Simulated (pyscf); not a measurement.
# Four-centre exchange: H₃C–AlH₂ + water (H₂O) → methane (CH₄) + HO–AlH₂

Gas phase, singlet surface, charge 0. Bonds broken: C1–Al2, O8–H9. Bonds formed: C1–H9, Al2–O8. Optimised with ωB97X-D3(BJ)/def2-SVP in PySCF. Correlated levels are frozen-core, on RHF or UHF. ΔMP2 is the change of the MP2 total energy from the triple- to the quadruple-zeta basis.

Transition state (Å):

```xyz
10

C     -1.1966    -0.8252     0.1841
Al     0.1225     0.8512     0.1717
H     -0.8150    -1.7820    -0.2044
H     -2.2982    -0.8317     0.1396
H     -0.9767    -0.8259     1.2727
H     -0.4503     2.0135     1.0919
H      1.6199     0.3449     0.2286
O     -0.5655     0.9826    -1.5845
H     -1.0768     0.0916    -0.9596
H     -1.1681     1.6918    -1.8413
```

One imaginary mode, 1362i cm⁻¹; descent along it reached the two sides named, in the forms told below.

| bond | change | reactant side (Å) | saddle | product side |
|---|---|---|---|---|
| C1–Al2 | breaks | 1.978 | 2.133 | 2.9 |
| O8–H9 | breaks | 0.968 | 1.202 | 2.539 |
| C1–H9 | forms | 2.9 | 1.471 | 1.103 |
| Al2–O8 | forms | 2.050 | 1.891 | 1.716 |

Electronic energies relative to the separated reactants (kJ/mol):

| level | barrier | reaction energy | reverse barrier |
|---|---|---|---|
| ωB97X-D3(BJ)/def2-TZVP | -16.3 | -149.0 | 132.7 |
| PBE/def2-TZVP | -28.1 | -147.1 | 119.0 |
| r²SCAN/def2-TZVP | -33.3 | -155.8 | 122.5 |
| B3LYP-D3(BJ)/def2-TZVP | -14.3 | -156.2 | 141.9 |
| PBE0-D3(BJ)/def2-TZVP | -24.1 | -145.1 | 121.0 |
| M06-2X/def2-TZVP | -21.1 | -155.8 | 134.8 |
| ωB97M-D3(BJ)/def2-TZVP | -13.4 | -151.5 | 138.1 |
| HF/def2-TZVP | 47.1 | -163.0 | 210.1 |
| MP2/def2-QZVPP | -12.4 | -151.2 | 138.8 |
| CCSD/def2-TZVPP | 4.3 | -150.0 | 154.3 |
| CCSD(T)/def2-TZVPP | -5.0 | -149.1 | 144.2 |
| CCSD(T)/def2-TZVPP + ΔMP2(QZVPP) | -4.7 | -147.9 | 143.2 |

With CCSD(T)/def2-TZVPP + ΔMP2(QZVPP) energies and thermal terms (ideal gas, 1 atm, RRHO with modes under 100 cm⁻¹ raised to 100, one conformer, R ln 2 for rigid chiral ones), in kJ/mol:

```
T (K)   ΔH‡    ΔG‡      ΔH      ΔG
-----  ----  -----  ------  ------
298    -9.4   37.8  -145.1  -138.9
600    -9.3   85.8  -147.0  -131.7
900    -6.8  132.8  -148.0  -123.9
1200   -3.6  178.9  -148.5  -115.7
```

On the reactant side the descent ends in an adduct with a Al–O contact, 89.1 kJ/mol under the separated species and 72.8 kJ/mol under the saddle at ωB97X-D3(BJ)/def2-TZVP. At ωB97X-D3(BJ), PBE, r²SCAN, B3LYP-D3(BJ), PBE0-D3(BJ), M06-2X, ωB97M-D3(BJ), MP2, CCSD(T), CCSD(T) the saddle lies under the separated reactants, which points to a path from their complex (located at ωB97X-D3(BJ) alone). What is counted as formed (Al–O) is already present as a longer contact in the reactant adduct; forming that adduct is a step of its own. At the saddle there is also a short Al–H contact that neither side keeps. This is the saddle that the search found; another between the same sides may lie lower. The CCSD(T) − MP2 part came from Ansatz, without density fitting, on the same reference.
